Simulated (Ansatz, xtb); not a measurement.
Relative energy of two isomers of C4H4Cl2

Structure X is `Cl/C=C1/C[C@@H]1Cl`, a singlet and structure Y is `Cl/C=C1\C[C@@H]1Cl`, a singlet. Both are isolated molecules in the gas phase, relaxed with B3LYP-D3(BJ)/def2-SVP.

Problem. Estimate E(Y) − E(X) at the level CCSD(T)/def2-SVP + ΔMP2/def2-TZVPP.

Solution. Too close to call at this level: CCSD(T)/def2-SVP + ΔMP2/def2-TZVPP gives E(Y) − E(X) = −0.012 eV.

Level by level:

```json
{"level": "GFN2-xTB", "geometry": "GFN2-xTB", "E(Y) − E(X) (eV)": "−0.010", "departure from the last row (eV)": "+0.002", "job, with rough time for the two": "optimisation, 0.2 s"}
{"level": "HF/STO-3G", "geometry": "GFN2-xTB", "E(Y) − E(X) (eV)": "−0.018", "departure from the last row (eV)": "−0.006", "job, with rough time for the two": "single point, 0.54 s"}
{"level": "r2SCAN-D4/def2-SVP", "geometry": "GFN2-xTB", "E(Y) − E(X) (eV)": "−0.018", "departure from the last row (eV)": "−0.006", "job, with rough time for the two": "single point, 3.5 s"}
{"level": "B3LYP-D3(BJ)/def2-SVP", "geometry": "B3LYP-D3(BJ)/def2-SVP", "E(Y) − E(X) (eV)": "−0.011", "departure from the last row (eV)": "+0.001", "job, with rough time for the two": "optimisation, 41 s"}
{"level": "HF/def2-SVP", "geometry": "B3LYP-D3(BJ)/def2-SVP", "E(Y) − E(X) (eV)": "−0.019", "departure from the last row (eV)": "−0.007", "job, with rough time for the two": "part of the CCSD(T) run"}
{"level": "MP2/def2-SVP", "geometry": "B3LYP-D3(BJ)/def2-SVP", "E(Y) − E(X) (eV)": "−0.012", "departure from the last row (eV)": "−0.001", "job, with rough time for the two": "part of the CCSD(T) run"}
{"level": "CCSD(T)/def2-SVP", "geometry": "B3LYP-D3(BJ)/def2-SVP", "E(Y) − E(X) (eV)": "−0.013", "departure from the last row (eV)": "−0.001", "job, with rough time for the two": "single point"}
{"level": "CCSD(T)/def2-SVP + ΔMP2/def2-TZVPP", "geometry": "B3LYP-D3(BJ)/def2-SVP", "E(Y) − E(X) (eV)": "−0.012", "departure from the last row (eV)": "", "job, with rough time for the two": "single point, 43 s"}
```

As drawn, both hold the same kinds of bond in the same numbers.

The largest departure from CCSD(T)/def2-SVP + ΔMP2/def2-TZVPP is that of HF/def2-SVP, 0.007 eV. The last row adds to CCSD(T) the change of the MP2 difference between the two basis sets, here +0.001 eV.

With thermal terms from frequencies at re-optimised GFN2-xTB minima (ideal gas, soft modes damped towards free rotors, one conformer each, 298.15 K, 1 atm): on the last row, ΔE + ΔZPE = −0.013, ΔH = −0.012, ΔG = −0.013 eV.

The correlated steps freeze 14 core orbitals. Codes used: Ansatz 0.2.0, xtb 6.7.1; the last row on 2 threads of Intel(R) Xeon(R) Processor @ 2.70GHz on a shared host.
